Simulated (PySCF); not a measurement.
Species: furan, C₄H₄O.
Bonds: C1–C2 (aromatic), C2–C3 (aromatic), C3–O4 (aromatic), O4–C5 (aromatic), C1–C5 (aromatic). Hydrogens: H6 on C1; H7 on C2; H8 on C3; H9 on C5.

The same species was optimised twice, with GFN2-xTB and with PBE0-D3(BJ)/def2-SVP (PySCF), and the same property calculations (PySCF, gas phase) were run on both structures.

| coordinate | GFN2-xTB | PBE0-D3(BJ)/def2-SVP | change |
| --- | --- | --- | --- |
| C2–H7 (Å) | 1.070 | 1.088 | +0.018 |
| C1–H6 (Å) | 1.071 | 1.088 | +0.017 |
| C3–H8 (Å) | 1.072 | 1.087 | +0.015 |
| C5–H9 (Å) | 1.072 | 1.087 | +0.015 |
| C1–C2 (Å) | 1.417 | 1.431 | +0.014 |
| C3–O4 (Å) | 1.343 | 1.348 | +0.005 |
| O4–C5 (Å) | 1.343 | 1.348 | +0.005 |
| C2–C3 (Å) | 1.360 | 1.363 | +0.003 |
| C1–C5 (Å) | 1.360 | 1.363 | +0.003 |
| C2–C3–H8 (°) | 132.0 | 133.4 | +1.4 |
| C1–C5–H9 (°) | 132.0 | 133.3 | +1.3 |
| O4–C3–H8 (°) | 117.4 | 116.2 | -1.2 |
| O4–C5–H9 (°) | 117.3 | 116.2 | -1.1 |
| C3–O4–C5 (°) | 107.0 | 107.5 | +0.5 |
| C1–C2–H7 (°) | 127.1 | 127.5 | +0.4 |
| C3–C2–H7 (°) | 127.1 | 126.6 | -0.5 |
| C2–C1–H6 (°) | 127.1 | 127.5 | +0.4 |

Rotational constants: A = 9699, B = 9357, C = 4763 MHz (GFN2-xTB) against A = 9545, B = 9313, C = 4714 MHz (PBE0-D3(BJ)/def2-SVP). Point groups within 0.08 Å: C2v and C2v.

On the GFN2-xTB structure: HOMO (eV) -6.68 [PBE0/pcSseg-1]; LUMO (eV) 0.35 [PBE0/pcSseg-1]; dipole (D) 0.59 [PBE0/pcSseg-1]; GIAO shielding of C1/C2 (mean) (ppm) 70.2 [PBE0/pcSseg-1]; GIAO shielding of C3/C5 (mean) (ppm) 39.8 [PBE0/pcSseg-1]; GIAO shielding of O4 (ppm) 32.5 [PBE0/pcSseg-1].

Problem. What do these properties become on the PBE0-D3(BJ)/def2-SVP structure?

Solution. 
| property | level | on GFN2-xTB | on PBE0-D3(BJ)/def2-SVP | change |
| --- | --- | --- | --- | --- |
| HOMO (eV) | PBE0/pcSseg-1 | -6.68 | -6.70 | -0.02 |
| LUMO (eV) | PBE0/pcSseg-1 | 0.35 | 0.33 | -0.02 |
| dipole (D) | PBE0/pcSseg-1 | 0.59 | 0.56 | -0.03 |
| energy, GFN2-xTB geometry as zero (kcal/mol) | PBE0/pcSseg-1 | 0.0 | -0.3 | -0.3 |
| GIAO shielding of C1/C2 (mean) (ppm) | PBE0/pcSseg-1 | 70.2 | 69.0 | -1.2 |
| GIAO shielding of C3/C5 (mean) (ppm) | PBE0/pcSseg-1 | 39.8 | 38.3 | -1.5 |
| GIAO shielding of O4 (ppm) | PBE0/pcSseg-1 | 32.5 | 27.6 | -4.9 |

The heavy atoms differ by 0.007 Å rms after alignment. Among all bonds C1–H6 and C2–H7 change most and about equally (+0.017 to +0.018 Å). Changes are differences of the printed values. Neither structure is proved a minimum here.
